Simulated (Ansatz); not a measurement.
# C2HS (quartet): from a generated start to a stationary point

Where does this start of C2HS (quartet) end when it is relaxed?

The runs use Ansatz 0.2.0, Gaussian basis; UKS PBE0/def2-TZVP.

### 1 The starting structure

4 atoms, charge 0, spin multiplicity 4.

Atoms are counted from 1 here; the program's logs count them from 0.

Bond lengths: C1–C2 1.297 Å, C2–S3 1.815 Å, S3–H4 1.346 Å. Angles: C1–C2–S3 119.2°, C2–S3–H4 88.9°.

Coordinates:

```
C    -1.7987   -0.1074   -0.0013
C    -0.7181    0.6104    0.0036
S     0.8959   -0.2195   -0.0010
H     1.4883    0.9887    0.0068
```

The start was built by rule and, where that kept it together, relaxed with GFN2-xTB. Sticks and bond lists go by distance. 

### 2 Relaxation

in.yaml reads:

```yaml
crystal:
  periodic: [false, false, false]
  atoms:
    - {symbol: C, position_ang: [-1.798655, -0.107425, -0.001341]}
    - {symbol: C, position_ang: [-0.718086, 0.610363, 0.003576]}
    - {symbol: S, position_ang: [0.895920, -0.219467, -0.001050]}
    - {symbol: H, position_ang: [1.488340, 0.988720, 0.006772]}
basis:
  gaussian: {orbitals: def2-TZVP}
magnetization: {spin_polarized: true, initial_magnetization: 3}
hamiltonian: {xc: pbe0}
relax: {f_tol: 0.004, max_steps: 80}
```

Run with:

```console
$ ansatz run in.yaml --threads 1 --pin off --events-out ev --progress --plain --max-ram 2176MiB
```

**Question.** What will these runs give? Wanted: energy gained; shift from the start; total energy; dipole moment; ⟨S²⟩.

**Answer**, as computed:

```
                  quantity           value
                     steps               8
             energy gained        0.249 eV
shift from the start (rms)         0.082 Å
              total energy  -12912.2272 eV
             dipole moment          2.83 D
                      ⟨S²⟩           3.761
```

The bonds of the start are those of the end. C1–C2 went from 1.297 to 1.404 Å. No vibrations were run, so this is a stationary point, not a proven minimum, and this spin need not be the ground state's.
